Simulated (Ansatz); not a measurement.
A made-up structure of AlBHS, doublet:

B1  (1.368, -0.746, 0.900)
Al2  (0.052, 0.691, -0.268)
S3  (-0.357, -1.657, 0.542)
H4  (-1.064, 1.712, -1.175)
(Å)

It is relaxed with PBE-D4/def2-SVP and then PBE0-D4/def2-TZVP (Ansatz 0.2.0). Atoms count as bonded within 1.22 times the sum of their covalent radii (H–H: 0.88 Å). The end point is not checked to be a true minimum.

Task: Does its bonding change? (A judgement: the text doesn't fix the answer.)

Result: The calculation gives: No: no bond forms or breaks.

Where it ends: The first stage lowers the energy by 0.77 eV in 6 steps. It ends as AlBHS ([B]1[AlH][S]1):
```json
{"atom": "B1", "x (Å)": "1.2218", "y (Å)": "-0.6661", "z (Å)": "0.8037"}
{"atom": "Al2", "x (Å)": "0.0468", "y (Å)": "0.6170", "z (Å)": "-0.2388"}
{"atom": "S3", "x (Å)": "-0.3188", "y (Å)": "-1.4792", "z (Å)": "0.4840"}
{"atom": "H4", "x (Å)": "-0.9498", "y (Å)": "1.5283", "z (Å)": "-1.0489"}
```

Labels in which every atom is bracketed show which atoms are joined, not bond orders.

For scale, one of the runs: PBE0-D4/def2-TZVP relaxation, 111 basis functions, launched by `ansatz run in.yaml --threads 2 --pin off --events-out ev --progress --plain --max-ram 4352MiB`. Hardware: 2 CPU threads of an Arm Neoverse V1, shared host. Wall time about 21 s.
